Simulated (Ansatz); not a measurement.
Rock-salt DyN

These are LDA in Ansatz (PAW) values and carry that method's errors.

Run with plane-wave cutoff 500 eV, 14×14×14 k mesh, Fermi–Dirac smearing 0.05 eV, spin-polarised with parallel moments, scalar-relativistic PAW data made under PBE.

Cell: relaxed at this level.

```yaml
volume_per_atom: 13.35 Å³/atom
equilibrium_lattice_constant_a: 4.744 Å
band_gap: zero (no gap)
```

Note: the magnetic order was assumed, not searched for or taken from measurement; the 4f shell is treated without U or exact exchange, so its levels and filling can be wrong; the volume lies 10 % below that of the published cell.

Spin–orbit coupling is not included.

The computed numbers hold no vibrational or temperature effects.

Computing time: about 90 core-seconds (a rough figure).

Ansatz is an electronic-structure program.
